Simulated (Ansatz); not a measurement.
Compare A (`CCC(N)F`) with its isomer B (`CNC(C)F`).

Program: Ansatz. Geometries: PBE0-D4/def2-TZVP. ΔE: electronic, gas phase. CCSD(T)/CBS adds triple-zeta CCSD(T) − MP2 to the extrapolated MP2 energy (def2 sets, frozen cores). DFT in def2-TZVPP. B3LYP here is the variant with VWN-RPA as its local correlation; programs differ in this. One conformer a species, not always the lowest.

(1) Which is lower in electronic energy at CCSD(T)/CBS, and by how much? (Estimate.)

(2) Give E(B) − E(A) in kJ/mol with MP2/def2-TZVPP, B3LYP, PBE0-D4, r2SCAN-D4, HF/def2-TZVPP, B3LYP-D4, PBE-D4. (An estimate is asked.)

Largest T1 diagnostic: 0.010.

## Answers

(1) Ansatz gave: A, by 29.7 kJ/mol.

(2) Ansatz gave: MP2/def2-TZVPP 30.5, B3LYP 25.3, PBE0-D4 28.1, r2SCAN-D4 27.8, HF/def2-TZVPP 25.9, B3LYP-D4 25.4, PBE-D4 26.6. None reverses the order clearly.

In def2-TZVPP, CCSD(T) changes the Hartree–Fock value by +3.1 kJ/mol (the triples alone add −0.1 kJ/mol) and MP2 by +4.6 kJ/mol.
